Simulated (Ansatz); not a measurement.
# How far each method lies from UCCSDT(Q) for H2Ge–AsH, triplet

Geometry: that of the H2Ge–AsH, singlet, kept fixed. The singlet lies 2.1 eV lower here.

```yaml
atoms:
  - { symbol: Ge, position_ang: [0.0000, 0.0130, 1.1097] }
  - { symbol: As, position_ang: [0.0000, -0.0326, -1.1138] }
  - { symbol: H, position_ang: [0.0000, 1.2621, 2.0021] }
  - { symbol: H, position_ang: [0.0000, -1.2714, 1.9501] }
  - { symbol: H, position_ang: [0.0000, 1.4941, -1.1312] }
```

Basis cc-pVDZ; Ansatz 0.2.0. Only valence electrons are correlated (noble-gas cores and the filled d shells of p-block atoms frozen), which leaves 12 electrons in 41 orbitals. R marks a restricted (for open shells ROHF) determinant, U an unrestricted one. Active spaces: valence = (12e, 11o) chosen from the atoms' valence shells. No spin–orbit coupling is included, and no scalar relativity.

Full CI isn't at hand for all of this; UCCSDT(Q) serves as the reference, and is uncertain by about the last step of the cluster series. The frozen core follows each run's orbitals, which can shift R against U totals by a few meV for light atoms and by up to 0.1 eV past Ca.

* UHF ⟨S²⟩: 2.028
* T1 diagnostic (RCCSD): 0.0180
* largest doubles amplitude (RCCSD): 0.047
* T1 diagnostic (UCCSD): 0.0123

```json
{"level": "UHF", "E − E(UCCSDT(Q)) (meV)": "5876", "share of correlation (%)": "3.46", "wall time": "–"}
{"level": "UMP2", "E − E(UCCSDT(Q)) (meV)": "1236", "share of correlation (%)": "79.69", "wall time": "–"}
{"level": "UCCSD", "E − E(UCCSDT(Q)) (meV)": "185", "share of correlation (%)": "96.96", "wall time": "–"}
{"level": "UCCSD(T)", "E − E(UCCSDT(Q)) (meV)": "37", "share of correlation (%)": "99.39", "wall time": "7.5 s"}
{"level": "UCCSDT", "E − E(UCCSDT(Q)) (meV)": "8", "share of correlation (%)": "99.87", "wall time": "–"}
```

The correlation energy at UCCSDT(Q), counted from RHF, is -6.086 eV. That run took 12 s on 2 threads of AMD EPYC 7R13 with a shared H100 80 GB, shared host.

Run but not shown, since their state or frozen core can't be matched to the reference's or they repeat it: RHF, RMP2, CISD, RCCSD, RCCSD(T), BCCD(T), RCCSDT, RCCSDT(Q), CASSCF (valence space), NEVPT2 (valence space), MRCISD (valence space), MRCISD+Q (valence space).

Times hold each run's SCF and search for its determinant on a shared host, so for small cases they say little of a method's own cost; they ran on 1 thread of AMD EPYC 7R13.

Natural occupations of CASSCF (valence space) about the gap: 1.978 1.973 1.970 1.964 1.004 0.997 0.046 0.036 0.022 0.018; effectively unpaired electrons, Σ n²(2−n)², 2.03.
